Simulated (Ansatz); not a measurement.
# SiPO (doublet): wave-function methods side by side at a displaced geometry (v1), cc-pVDZ

One table from this session's results is given with a row withheld; the runs are named, their logs left out.

The runs use Ansatz 0.2.0, Gaussian basis; cc-pVDZ, core rule «outside noble gas», up to 11 orbitals frozen.

To be run: UHF; CCSD(T) on ROHF; CCSD(T) on UHF; BCCD(T) on ROHF; CISD; CCSDT(Q) on ROHF; CCSDT(Q) on UHF.

25 further runs of the same task are left out: 5 for a known fault of the program, 8 that didn't finish, 12 set aside as unsound or not needed.

## What is computed

The geometry is a PBE0/def2-TZVP stationary point (not a proven minimum) with its atoms shifted at random (size 0.040 Å).

3 atoms, charge 0, spin multiplicity 2.

Atoms are counted from 1 here; the program's logs count them from 0.

Bond lengths: O1–Si2 1.523 Å, Si2–P3 2.102 Å. Angles: O1–Si2–P3 177.4°.

Set-up of the first run:

Contents of in.yaml:

```yaml
crystal:
  periodic: [false, false, false]
  atoms:
    - {symbol: O, position_ang: [-0.015433, -0.009008, 1.715240]}
    - {symbol: Si, position_ang: [-0.016266, -0.025151, 0.192487]}
    - {symbol: P, position_ang: [0.031698, 0.034159, -1.907727]}
basis:
  gaussian: {orbitals: cc-pVDZ}
magnetization: {spin_polarized: true, initial_magnetization: 1}
hamiltonian: {xc: hf}
output: {orbitals: {seedname: orbitals}}
```

Run with:

```bash
$ ansatz run in.yaml --threads 1 --pin off --events-out ev --progress --plain --max-ram 2393MiB
```

Among the steps run: UHF; CCSD(T) on ROHF; CCSD(T) on UHF; BCCD(T) on ROHF; CISD; CCSDT(Q) on ROHF; CCSDT(Q) on UHF.

One table of the session follows, with a row left open; its other results are not shown here.

| method | from RCCSDT(Q) (kcal/mol) |
| --- | --- |
| ROHF | +257.32 |
| UHF | ? |
| RMP2 | +23.03 |
| UMP2 | +23.34 |
| CISD | +42.20 |
| RCCSD | +13.69 |
| UCCSD | +13.60 |
| RCCSD(T) | +2.18 |
| UCCSD(T) | +2.20 |
| BCCD(T) | +1.94 |
| RCCSDT | +1.17 |
| UCCSDT | +1.17 |
| RCCSDT(Q) | 0 |
| UCCSDT(Q) | -0.48 |

**Question.** Estimate the row for UHF.

The run gave: from RCCSDT(Q) (kcal/mol): +255.14. In the column «from RCCSDT(Q) (kcal/mol)» it lies between CISD (+42.20) and ROHF (+257.32).

Limits of these values: Restricted and unrestricted rows rest on different reference determinants; where their highest levels disagree by more than a few hundredths of an eV, they describe different states and don't form one ladder.
